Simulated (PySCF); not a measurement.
Species: C5H7F.
Structure used (PBE0-D3(BJ)/def2-SVP), in Å, numbered top down from 1:
```xyz
13
C5H7F angstrom
C      0.9355   -1.1562    0.6362
C      0.0714   -0.2179   -0.1278
C     -1.3979   -0.1587   -0.3600
C     -0.6873    1.0207    0.2103
C      0.4166    1.0733   -0.7766
F      1.5719    1.6448   -0.3480
H      1.8394   -0.6346    0.9834
H      1.2508   -2.0088    0.0140
H      0.4054   -1.5564    1.5143
H     -1.8072   -0.1189   -1.3817
H     -2.0103   -0.7373    0.3406
H     -0.8248    1.5766    1.1369
H      0.2516    1.2768   -1.8472
```

Computed with PySCF at B3LYP/def2-SVPD, non-relativistic, on one gas-phase PBE0-D3(BJ)/def2-SVP geometry that isn't relaxed in the solvent. The solvent is an IEF-PCM continuum (cavity from Bondi-type radii × 1.2). Only the electrostatic response of the medium enters.

Gas phase at B3LYP/def2-SVPD: HOMO -7.01 eV, LUMO 0.57 eV, dipole 1.66 D.

Problem. What does the continuum do to the energy, the frontier levels and the dipole at B3LYP/def2-SVPD in acetone and water?

Solution. 
```
solvent      ε  E(solvent) − E(gas) (kcal/mol)  polarisation term (kcal/mol)  distortion of the solute (kcal/mol)  HOMO (eV)  LUMO (eV)  dipole (D)
acetone  20.49                           -2.37                         -2.67                                 0.30      -6.85       0.73        2.08
  water  78.36                           -2.51                         -2.85                                 0.34      -6.85       0.73        2.11
```

The first energy column is the sum of the next two and covers electrostatics alone. The atom shares or the degeneracy of the LUMO differ from the gas phase in acetone and water, so that column needn't follow one orbital. From acetone to water the lowering changes by a factor 1.06, Onsager's factor (ε − 1)/(2ε + 1) by 1.06 and ε itself by 3.8.

Problem. Which radius a makes the point-dipole formula ΔE = −[(ε − 1)/(2ε + 1)]·μ²/a³ give the value in water, with the gas-phase dipole?

Solution. μ = 0.652 au and |ΔE| = 0.00400 Eh give a = 1.98 Å; the farthest nucleus lies 2.37 Å from the centroid of the nuclei, so such a sphere wouldn't even hold the nuclei. The formula assumes a rigid point dipole at the centre of a sphere.

Problem. Give the dipole vector in the frame of the coordinates (D, pointing from negative to positive charge), gas and water.

Solution. Gas (-1.15, -1.14, 0.34), solvent (-1.49, -1.44, 0.42). Its length changes by +28 % and its direction by less than 1°.

Problem. How does the static polarisability (B3LYP/def2-SVPD, frozen core, with the continuum's full static response) change?

Solution. 
| medium | isotropic (au) | principal values (au) | ⟨r²⟩ of the electrons (bohr²) |
| --- | --- | --- | --- |
| gas | 57.3 | 51.9, 59.4, 60.8 | 525.1 |
| acetone | 75.2 | 69.8, 77.2, 78.5 | 524.9 |
| water | 76.5 | 71.3, 78.5, 79.8 | 524.8 |

The isotropic value in water is 1.33 times the gas-phase one; no cavity-field correction is applied. ⟨r²⟩ is taken about the centre of nuclear charge.
